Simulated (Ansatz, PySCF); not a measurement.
Gas-phase reaction in SMILES: CN (CH5N) → CN (CH5N) as doublet, charge +1 + e-
Each molecule is optimised on its own at B3LYP-D3(BJ)/def2-TZVP (Ansatz, a quantum-chemistry and plane-wave program). A spin state is the lowest found, not a proven ground state.

Wanted: adiabatic ionisation energy (electronic energy difference), in eV. Cores are frozen in the correlated levels unless marked. UHF or UKS for open shells. Spin-orbit coupling is left out. Non-relativistic. Basis-set limits of correlation are two-point, X^-3; Hartree-Fock from the larger set. [CCSD(T)-MP2]/basis is that difference in the basis named.

| level | program | adiabatic ionisation energy (eV) |
|---|---|---|
| HF/def2-TZVPD | PySCF | 7.70 |
| TPSS-D3(BJ)/def2-TZVPD | PySCF + dftd3 | 8.77 |

### Question
What does RI-MP2/CBS(aug-cc-pVTZ,aug-cc-pVQZ)+[CCSD(T)-MP2]/aug-cc-pVTZ (Ansatz) give?

### Answer
9.15 eV
